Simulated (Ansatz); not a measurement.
A nudged elastic band was laid between two geometries of CH5B + FH (9 atoms, charge 0, multiplicity 1).

Computed with RKS PBE0-D4/def2-SVP (Ansatz).

```json
{"movable images": "2", "climbing image": "no", "spring": "5.0 eV/Å²", "optimiser": "quadratic models (default)", "start path": "through a guess of the saddle point", "force threshold": "0.05 eV/Å", "iteration limit": "60", "end points": "relaxed"}
```

Image 0:

```xyz
9
Properties=species:S:1:pos:R:3
B 0.008 0.015 0.286
C 0.033 0.207 1.851
H -0.904 -0.044 2.376
H 0.888 -0.259 2.368
H 0.163 1.297 1.994
H 1.054 0.016 -0.323
H -1.011 0.256 -0.322
F -0.235 -2.022 0.307
H -0.352 -2.082 1.225
```

Image 3:

```xyz
9
Properties=species:S:1:pos:R:3
B -0.060 -0.445 -0.731
C -0.019 -0.130 2.537
H -0.930 0.072 3.115
H 0.845 -0.176 3.212
H 0.134 0.680 1.810
H 1.067 -0.012 -0.794
H -1.057 0.238 -0.760
F -0.212 -1.752 -0.647
H -0.124 -1.092 2.018
```

Q: Which bonds break or form, and what moves?

A: Bonds broken: B1–C2, F8–H9. Bonds formed: B1–F8, C2–H9. CH5B + FH becomes BFH2 + CH4.

Q: What energy profile does the band end with?

A: The run converged. The highest image is number 1 of 0 to 3, 0.046 eV above the first end and 1.482 eV above the last; the last end lies 1.436 eV below the first. Neighbouring images differ by up to 1.5 eV, so the band resolves the path poorly. No image climbed, so the highest image needn't sit at the top of the path. A band with more images between the same ends climbed to 0.49 eV, so this one has probably stepped over the top. So few images can step over the top or miss a turn of the path. The orbitals stay closed-shell, which can raise the energy where a bond breaks towards radicals; this wasn't checked here.

| image | path coordinate (Å) | energy (eV) | B1–C2 (Å) | F8–H9 (Å) | B1–F8 (Å) |
| --- | --- | --- | --- | --- | --- |
| 0 | 0.00 | 0.000 | 1.58 | 0.93 | 2.05 |
| 1 | 2.31 | 0.046 | 1.58 | 0.93 | 2.04 |
| 2 | 4.63 | -1.421 | 2.96 | 2.50 | 1.32 |
| 3 | 6.94 | -1.436 | 3.28 | 2.75 | 1.32 |

Q: What is the geometry of the highest image?

A: 
```xyz
9
Properties=species:S:1:pos:R:3:forces:R:3
B -0.212 0.004 0.303 -0.01 -0.01 0.02
C -0.078 0.253 1.859 -0.01 -0.03 -0.03
H -0.878 0.954 2.155 0.01 0.07 -0.02
H -0.280 -0.643 2.476 -0.06 -0.01 0.02
H 0.881 0.681 2.183 0.05 -0.03 0.02
H 0.595 0.478 -0.464 -0.02 0.02 -0.01
H -1.291 -0.326 -0.140 0.00 -0.03 0.01
F 0.560 -1.888 0.259 0.03 0.01 -0.01
H 0.347 -2.131 1.129 0.01 0.01 0.00
```

The band took 19 iterations and about 80 core-seconds.

The run took 41 s on 2 threads of Arm Neoverse V1, with other jobs on the host, peak memory 0.13 GiB.
